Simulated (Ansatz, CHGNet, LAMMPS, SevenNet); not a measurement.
How well does each level of theory give the elastic constant C13 of corundum (α-Al2O3)?

Reference value: 116 GPa (measured, temperature not stated, no zero-point or thermal correction, our sources range from 112 to 116; as tabulated in Oses et al. (2018), arXiv:1811.08464).

Question: What do ionic model bush1994, ionic model lewis1985c, CHGNet 0.3.0, SevenNet-l3i5, LDA, PBE give, and how far is each from the reference?

Answer: 
```json
[
 {"level (code)": "ionic model bush1994 (shell model, LAMMPS)", "value (GPa)": "182", "cell (Å³/atom)": "8.73", "difference (%)": "+57"},
 {"level (code)": "ionic model lewis1985c (shell model, LAMMPS)", "value (GPa)": "201", "cell (Å³/atom)": "8.50", "difference (%)": "+73"},
 {"level (code)": "CHGNet 0.3.0", "value (GPa)": "121", "cell (Å³/atom)": "8.77", "difference (%)": "+4.3"},
 {"level (code)": "SevenNet-l3i5", "value (GPa)": "108", "cell (Å³/atom)": "8.75", "difference (%)": "-6.9"},
 {"level (code)": "LDA (Ansatz)", "value (GPa)": "127", "cell (Å³/atom)": "8.32", "difference (%)": "+9.5"},
 {"level (code)": "PBE (Ansatz)", "value (GPa)": "106", "cell (Å³/atom)": "8.76", "difference (%)": "-8.6"}
]
```

The reference's temperature isn't stated, so close values are not ranked against it. Off by more than 25 %, or 35 % on the side where a correction would as a rule narrow the miss (bounds picked here): ionic model lewis1985c (+73 %), ionic model bush1994 (+57 %).

The reference isn't brought to a static lattice, while the calculations are for one, so the differences are not the levels' errors alone.  Each level is taken at its own relaxed cell. Ansatz's density-functional and Hartree–Fock values are scalar-relativistic unless marked +SOC, with PAW data made under PBE.

Empirical potentials (ionic model bush1994, ionic model lewis1985c) are fitted to chosen data: where that held the value shown, agreement is built in, and what lay outside the fit can be far off. Machine-learned potentials (CHGNet 0.3.0, SevenNet-l3i5) are trained on DFT data: a solid inside that data is no test of them.

Differences are worked out from the printed values.

Ansatz is an electronic-structure program.
